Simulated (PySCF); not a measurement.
# CH2F2 (difluoromethane) at 6 levels

We compute a comparison of 6 runs (GHF/pc-0, HF/pc-0, TPSS/6-311G**, SCS-MP2/6-311G(2df,2pd)) of CH2F2 (difluoromethane). The job is set up through a Python script.

The results are computed with PySCF 2.14.0.

2 further runs of the same task are left out: 2 set aside as unsound or not needed.

### Step 1. The molecule

CH2F2: 5 atoms, total charge 0, spin state singlet. As SMILES, `FCF`. The coordinates come from a PBE0-D4/def2-TZVP relaxation.

Bond lengths: F1–C2 1.351 Å, C2–F3 1.351 Å, C2–H4 1.093 Å, C2–H5 1.094 Å. Angles: F1–C2–F3 108.6°, F1–C2–H4 108.8°, F1–C2–H5 108.8°, F3–C2–H4 108.8°, F3–C2–H5 108.8°, H4–C2–H5 113.0°.

### Step 2. The energy at GHF/pc-0 (X2C-SO) (run 1)

Input file job.py:

```python
# FCF
from pyscf import gto, scf

system = gto.M(
    atom=[
    ('F', (-1.073300, 0.191200, 0.698300)),
    ('C', (0.010100, -0.016900, -0.082300)),
    ('F', (1.090500, -0.179200, 0.713200)),
    ('H', (-0.142700, -0.932900, -0.659500)),
    ('H', (0.165300, 0.864200, -0.711100)),
],
    basis='pc-0',
    max_memory=1860,
    verbose=3,
    spin=0,
)

mf = scf.GHF(system).x2c1e()
mf.kernel()

e_final = mf.e_tot
print('E(%s) = %.9f' % ('HF', e_final))
mf.analyze()
```

Command:

```bash
$ OMP_NUM_THREADS=1 python job.py
```

The log of the run:

```text
converged SCF energy = -237.304620165191  <S^2> = 2.8701654e-05  2S+1 = 1.0000574
E(HF) = -237.304620165
**** MO energy ****
MO #1   energy= -26.3624633894236  occ= 1
MO #2   energy= -26.3624633221575  occ= 1
MO #3   energy= -26.3622678427519  occ= 1
MO #4   energy= -26.3622677755378  occ= 1
MO #5   energy= -11.4534782296134  occ= 1
MO #6   energy= -11.453478222852   occ= 1
MO #7   energy= -1.65834449189358  occ= 1
MO #8   energy= -1.65834446263917  occ= 1
MO #9   energy= -1.58852076101507  occ= 1
MO #10  energy= -1.58852071795283  occ= 1
MO #11  energy= -0.963425252912183 occ= 1
MO #12  energy= -0.963425217096953 occ= 1
MO #13  energy= -0.783257592618905 occ= 1
MO #14  energy= -0.783257589258632 occ= 1
MO #15  energy= -0.76281841518462  occ= 1
MO #16  energy= -0.762818330502063 occ= 1
MO #17  energy= -0.736308102641362 occ= 1
MO #18  energy= -0.736308001771291 occ= 1
MO #19  energy= -0.653688670177614 occ= 1
MO #20  energy= -0.653688545403019 occ= 1
MO #21  energy= -0.616923507828121 occ= 1
MO #22  energy= -0.616923217514    occ= 1
MO #23  energy= -0.608087709386923 occ= 1
MO #24  energy= -0.608087649790139 occ= 1
MO #25  energy= -0.533541932066806 occ= 1
MO #26  energy= -0.533541878646779 occ= 1
MO #27  energy= 0.242086091302427  occ= 0
MO #28  energy= 0.242086097936088  occ= 0
MO #29  energy= 0.249700719075924  occ= 0
MO #30  energy= 0.249700726798796  occ= 0
MO #31  energy= 0.365714868071594  occ= 0
MO #32  energy= 0.365714868206936  occ= 0
MO #33  energy= 0.411227154641107  occ= 0
MO #34  energy= 0.411227154838768  occ= 0
MO #35  energy= 0.907792517823909  occ= 0
MO #36  energy= 0.907792554753334  occ= 0
MO #37  energy= 0.91549171270056   occ= 0
MO #38  energy= 0.915491749010641  occ= 0
MO #39  energy= 0.939530689944399  occ= 0
MO #40  energy= 0.939530743404468  occ= 0
MO #41  energy= 0.985261319685631  occ= 0
MO #42  energy= 0.985261321171318  occ= 0
MO #43  energy= 1.09540965528114   occ= 0
MO #44  energy= 1.09540971843305   occ= 0
MO #45  energy= 2.09612349699113   occ= 0
MO #46  energy= 2.09612374471704   occ= 0
MO #47  energy= 2.11476995183586   occ= 0
MO #48  energy= 2.11477006752425   occ= 0
MO #49  energy= 2.26497639041957   occ= 0
MO #50  energy= 2.26497654563439   occ= 0
MO #51  energy= 2.32222943272153   occ= 0
MO #52  energy= 2.32222951815377   occ= 0
MO #53  energy= 2.38162618733071   occ= 0
MO #54  energy= 2.38162627584544   occ= 0
MO #55  energy= 2.39601617649065   occ= 0
MO #56  energy= 2.39601619510048   occ= 0
MO #57  energy= 34.4359304657515   occ= 0
MO #58  energy= 34.4359304762734   occ= 0
MO #59  energy= 101.818495182969   occ= 0
MO #60  energy= 101.81849522945    occ= 0
MO #61  energy= 102.048328644175   occ= 0
MO #62  energy= 102.048328689855   occ= 0
Dipole moment(X, Y, Z, Debye):  0.00515, -0.07909, -2.72003
 ** Mulliken pop alpha/beta on meta-lowdin orthogonal AOs **
 ** Mulliken atomic charges   ( Nelec_alpha | Nelec_beta ) **
charge of  0F =     -0.29406  (     4.64703      4.64703 )
charge of  1C =      0.35501  (     2.82250      2.82250 )
charge of  2F =     -0.29407  (     4.64703      4.64703 )
charge of  3H =      0.11657  (     0.44172      0.44172 )
charge of  4H =      0.11655  (     0.44173      0.44173 )
```

It took 0.89 s on 1 thread of AMD EPYC 7B13 (Zen 3), shared host; peak memory 0.11 GiB.

### Step 3. The energy at HF/pc-0 (run 2)

Input file run.py:

```python
# FCF
from pyscf import gto, scf

mol = gto.M(
    atom=[
    ('F', (-1.073300, 0.191200, 0.698300)),
    ('C', (0.010100, -0.016900, -0.082300)),
    ('F', (1.090500, -0.179200, 0.713200)),
    ('H', (-0.142700, -0.932900, -0.659500)),
    ('H', (0.165300, 0.864200, -0.711100)),
],
    max_memory=1860,
    spin=0,
    charge=0,
    verbose=3,
    basis='pc-0',
)

mf = scf.RHF(mol)
mf.kernel()

etot = mf.e_tot
print('E(%s) = %.9f' % ('HF', etot))
mf.analyze()
```

Command:

```bash
$ OMP_NUM_THREADS=1 python run.py
```

The log of the run:

```text
converged SCF energy = -237.128441443013
E(HF) = -237.128441443
**** MO energy ****
MO #1   energy= -26.3390434412641  occ= 2
MO #2   energy= -26.3388516535839  occ= 2
MO #3   energy= -11.4502236412967  occ= 2
MO #4   energy= -1.65623737997747  occ= 2
MO #5   energy= -1.58595035812231  occ= 2
MO #6   energy= -0.962869252172975 occ= 2
MO #7   energy= -0.78354427759361  occ= 2
MO #8   energy= -0.763052446723709 occ= 2
MO #9   energy= -0.736536980517709 occ= 2
MO #10  energy= -0.653938216578297 occ= 2
MO #11  energy= -0.617117080173085 occ= 2
MO #12  energy= -0.608440488303634 occ= 2
MO #13  energy= -0.533731553095102 occ= 2
MO #14  energy= 0.242215013392833  occ= 0
MO #15  energy= 0.24960193555784   occ= 0
MO #16  energy= 0.366226516327302  occ= 0
MO #17  energy= 0.411941359892502  occ= 0
MO #18  energy= 0.907802676256231  occ= 0
MO #19  energy= 0.915570663098551  occ= 0
MO #20  energy= 0.939518094100651  occ= 0
MO #21  energy= 0.985377790339953  occ= 0
MO #22  energy= 1.09539990157607   occ= 0
MO #23  energy= 2.09742097865732   occ= 0
MO #24  energy= 2.11586321325584   occ= 0
MO #25  energy= 2.26622212003155   occ= 0
MO #26  energy= 2.3235464278546    occ= 0
MO #27  energy= 2.38297100733577   occ= 0
MO #28  energy= 2.39707483832718   occ= 0
MO #29  energy= 34.7705820486764   occ= 0
MO #30  energy= 104.200201776574   occ= 0
MO #31  energy= 104.433753787801   occ= 0
 ** Mulliken atomic charges  **
charge of    0F =     -0.29351
charge of    1C =      0.35409
charge of    2F =     -0.29352
charge of    3H =      0.11648
charge of    4H =      0.11646
Dipole moment(X, Y, Z, Debye):  0.00516, -0.07916, -2.72258
```

Wall time 0.89 s (1 thread of AMD EPYC 7B13 (Zen 3), shared host); peak memory 0.12 GiB.

Runs 3 to 5 aren't shown in full; the table further down has their settings and results.

### Step 4. The energy at SCS-MP2/6-311G(2df,2pd) (density fitting with cc-pvqz-jkfit) (run 6)

Input file geometry.xyz:

```xyz
5
CH2F2
F     -1.073300     0.191200     0.698300
C      0.010100    -0.016900    -0.082300
F      1.090500    -0.179200     0.713200
H     -0.142700    -0.932900    -0.659500
H      0.165300     0.864200    -0.711100
```

Input file run.py:

```python
from pyscf import gto, mp

mol = gto.M(
    atom='geometry.xyz',
    charge=0,
    verbose=3,
    max_memory=1860,
    spin=0,
    basis='6-311g(2df,2pd)',
)

mf = mol.RHF()
mf = mf.density_fit(auxbasis='cc-pvqz-jkfit')
mf.kernel()

pt = mp.MP2(mf, frozen=3).run()
energy = mf.e_tot + 1.2 * pt.e_corr_os + pt.e_corr_ss / 3
print(f'total energy: {energy:.8f} hartree')
```

Command:

```bash
$ OMP_NUM_THREADS=1 python run.py
```

The log of the run:

```text
converged SCF energy = -237.981471964998
E(DFRMP2) = -238.644451712129  E_corr = -0.662979747131074
E(SCS-DFRMP2) = -238.631826090952  E_corr = -0.650354125953339
total energy: -238.63182609 hartree
```

Wall time 1.4 s (1 thread of AMD EPYC 7B13 (Zen 3), shared host); peak memory 0.17 GiB.

### Step 5. Overview of the runs

```
run                                                                           level  integral approximation  integration grid  energy (Eh)  dipole moment (D) of the reference  HOMO energy (eV)  LUMO energy (eV)  wall time
  1                                                               GHF/pc-0 (X2C-SO)                    none                 –  -237.304620                                2.72            -14.52              6.59     0.89 s
  2                                                                         HF/pc-0                    none                 –  -237.128441                                2.72            -14.52              6.59     0.89 s
  3                              TPSS/6-311G** (density fitting with cc-pvqz-jkfit)           cc-pvqz-jkfit                 3  -239.072014                                1.80             -8.00              1.19      4.2 s
  4                       TPSS/6-311G** (sfX2C, density fitting with cc-pvqz-jkfit)           cc-pvqz-jkfit                 3  -239.252676                                1.79             -7.99              1.19      4.2 s
  5  TPSS/6-311G** (sfX2C, density fitting with cc-pvqz-jkfit, Cartesian functions)           cc-pvqz-jkfit                 3  -239.254812                                1.79             -7.99              1.17      4.5 s
  6                    SCS-MP2/6-311G(2df,2pd) (density fitting with cc-pvqz-jkfit)           cc-pvqz-jkfit                 –  -238.631826                                2.11            -14.44              4.06      1.4 s
```

### Step 6. What came out

| quantity | value |
| --- | --- |
| run 6: total energy | -238.63183 Eh |
| run 6: dipole moment (Hartree–Fock density) | 2.11 D |
| run 6: HOMO energy (Hartree–Fock orbitals) | -14.44 eV |
| run 6: LUMO energy (Hartree–Fock orbitals) | 4.06 eV |
| run 6: HOMO–LUMO gap (Hartree–Fock orbitals) | 18.50 eV |
| run 6: correlation energy (3 core orbitals frozen) | -650.4 mEh |

What this shows: Over runs 1, 2, 3, 4, 5 the dipole moment (its size) runs from 1.79 D (TPSS/6-311G**) to 2.72 D (HF/pc-0). The two ends differ in method and basis and Hamiltonian. Over runs 1, 2, 3, 4, 5 the HOMO–LUMO gap runs from 9.16 eV (TPSS/6-311G**) to 21.11 eV (HF/pc-0). All runs together took 16 s, the longest 4.5 s.
